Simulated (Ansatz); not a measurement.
# CH5FN2O: the cost of one run

Program: Ansatz 0.2.0, Gaussian basis. Level of theory: the settings change from run to run. These are calculated values, not measurements.

### 1 The molecule

The geometry comes from an earlier relaxation with PBE0-D4 in a triple-zeta def2 set; it is a stationary point, not always the lowest conformer.

SMILES `NC(N)(O)F`, 10 atoms, charge 0, spin multiplicity 1.

Atoms are counted from 1 here; the program's logs count them from 0.

Bond lengths: N1–C2 1.424 Å, N1–H6 1.012 Å, N1–H7 1.011 Å, C2–N3 1.416 Å, C2–O4 1.396 Å, C2–F5 1.379 Å, N3–H8 1.011 Å, N3–H9 1.012 Å, O4–H10 0.962 Å. Angles: C2–N1–H6 109.6°, C2–N1–H7 110.2°, H6–N1–H7 109.3°, N1–C2–N3 108.9°, N1–C2–O4 116.6°, N1–C2–F5 105.8°, N3–C2–O4 109.5°, N3–C2–F5 113.3°, O4–C2–F5 102.8°, C2–N3–H8 110.4°, C2–N3–H9 110.2°, H8–N3–H9 110.0°, C2–O4–H10 106.8°.

### 2 BHLYP/aug-cc-pVDZ

Options: charge -1, multiplicity 2, D3(BJ) with three-body dispersion.

Input file in.yaml:

```yaml
crystal:
  periodic: [false, false, false]
  atoms:
    - {symbol: N, position_ang: [-0.867144, -0.791374, -0.599530]}
    - {symbol: C, position_ang: [-0.062185, 0.291198, -0.142526]}
    - {symbol: N, position_ang: [0.258744, 0.079604, 1.219941]}
    - {symbol: O, position_ang: [1.106209, 0.548806, -0.862007]}
    - {symbol: F, position_ang: [-0.809027, 1.430363, -0.355652]}
    - {symbol: H, position_ang: [-1.096576, -0.654949, -1.575386]}
    - {symbol: H, position_ang: [-0.371283, -1.665823, -0.491740]}
    - {symbol: H, position_ang: [-0.578586, -0.111839, 1.753246]}
    - {symbol: H, position_ang: [0.731719, 0.890048, 1.597592]}
    - {symbol: H, position_ang: [1.771228, -0.067133, -0.540937]}
basis:
  gaussian: {orbitals: aug-cc-pVDZ}
total_charge: -1
magnetization: {spin_polarized: true, initial_magnetization: 1}
hamiltonian: {xc: {name: BHLYP}, dispersion: d3bjatm}
output: {forces: true}
```

Launch:

```sh
ansatz run in.yaml --threads 4 --pin off --events-out ev --progress --plain --max-ram 10444MiB
```

Q: Estimate wall time and peak memory on 4 threads of Arm Neoverse V1, shared host.

About 12 s, with a peak of 0.59 GiB.
